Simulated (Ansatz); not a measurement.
Pd (fcc, Cu type): values from a third-order Birch-Murnaghan fit to a volume scan beside measured ones. Computed values: PBE (plane waves to 420 eV, PAW, scalar-relativistic; Ansatz, a quantum-chemistry and plane-wave program). Pd is run without spin polarisation. Pd was relaxed with its symmetry unable to fall. The PAW data are Ansatz's earlier set.

```tsv
quantity	reference	kind
Lattice constant a (Å)	3.876	measured, corrected to the static lattice
```

References as given in: Daniel Mejia-Rodriguez, S. B. Trickey, Physical Review B (2018), arXiv:1807.09216.

Q: Estimate the PBE values and the sign and size of each difference.

A: 
```csv
quantity,PBE,difference
Lattice constant a (Å),3.943,+1.7 %
```

PBE overestimates the lattice constant a by 1.7 %.

(Under strain, the slope of the energy per volume gives the stress and its curvature an elastic modulus.)
